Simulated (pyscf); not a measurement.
Cl–GaH₂ → Cl–Ga [singlet] + H₂, a 1,1-elimination (singlet surface; Ga–H, Ga–H broken, H–H formed). Optimised with ωB97X-D3(BJ)/def2-SVP in PySCF. Energies in kcal/mol from the reactant's lowest minimum found.

Small-basis levels: PySCF, no dispersion term, spherical d functions. AM1 to PM7: differences of heats of formation from MOPAC, which are fitted to 298 K values and so differ in kind from electronic energies by zero-point and thermal terms. GFN2-xTB: tblite. 

| level | barrier | reaction energy |
|---|---|---|
| HF/STO-3G | 98.4 | +48.0 |
| HF/3-21G | 94.8 | +4.8 |
| MP2/6-31G*+LANL2DZ | 84.3 | -4.9 |
| SVWN5/6-31G*+LANL2DZ | 67.7 | +4.3 |
| PBE/6-31G*+LANL2DZ | ? | 0.0 |
| B3LYP/LANL2DZ | 77.8 | +0.3 |
| GFN2-xTB | 56.0 | -4.8 |
| AM1 | 3.8 | -34.9 |
| PM3 | 21.5 | -66.6 |
| ωB97M-D3(BJ)/def2-TZVP | ? | +0.4 |

**Question.** Some entries are withheld; supply them.

**Answer.** 
- PBE/6-31G*+LANL2DZ, barrier: 69.8
- ωB97M-D3(BJ)/def2-TZVP, barrier: 74.7

Against the last row the barrier runs from -70.8 (AM1) to +23.7 kcal/mol (HF/STO-3G). ωB97M-D3(BJ)/def2-TZVP has limits of its own. The same reactants have a lower exit, to HCl + GaH [singlet] (barrier +58.3 kcal/mol at ωB97M-D3(BJ)/def2-TZVP, against +74.7 kcal/mol here). One saddle was located; it need not be the lowest between these sides. In the def2 sets elements up to Kr have no core potential.
